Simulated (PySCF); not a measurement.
Constitutional and geometric isomers with formula C2H5NO. Isolated molecules, 0 K electronic values unless said otherwise. One relaxed conformer stands for each flexible species; it need not be the lowest. Strings in code marks are SMILES.

The HOMO–LUMO gap from two functionals at the same geometries (B3LYP-D3(BJ)/def2-TZVP), both in PySCF: PBE-D3(BJ)/def2-TZVP and B3LYP-D3(BJ)/def2-TZVP. B3LYP has the VWN-RPA correlation part, as in Gaussian. 

```csv
species,PBE-D3(BJ)/def2-TZVP (eV)
"`C=NCO` (C–N–C–O torsion -130°, N–C–O–H torsion -47°)",4.46
`CC(N)=O`,5.30
`C(=N\C)/O` (N–C–O–H torsion 0°),5.63
`C=C(N)O`,4.96
`CNC=O` (C–N–C–O torsion 0°),5.42
`[H]/N=C\OC` (C–O–C–N torsion 0°),5.90
```

What does B3LYP-D3(BJ)/def2-TZVP give for each?


- `C=NCO` (C–N–C–O torsion -130°, N–C–O–H torsion -47°): 6.59
- `CC(N)=O`: 7.49
- `C(=N\C)/O` (N–C–O–H torsion 0°): 7.69
- `C=C(N)O`: 6.41
- `CNC=O` (C–N–C–O torsion 0°): 7.63
- `[H]/N=C\OC` (C–O–C–N torsion 0°): 8.08
Over these rows, drawn at random from the members with no instability flagged (it was tested for open shells, ions and some series alone), PBE minus B3LYP-D3(BJ): mean -2.04 eV, from -2.22 eV to -1.45 eV.
